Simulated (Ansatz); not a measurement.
We consider rock-salt HfN, described by PBEsol (plane waves, PAW; Ansatz, a program for electronic structure).

Numerical settings: plane-wave cutoff 560 eV, 16×16×16 k mesh, Fermi–Dirac smearing 0.1 eV, perturbation theory, scalar-relativistic PAW data made under PBE.

Computed at the level's own relaxed cell.

Q: What does this level give for the TO(Γ) frequency?

A: 
* **TO(Γ) frequency**: 502 cm⁻¹

Spin–orbit coupling is not included.
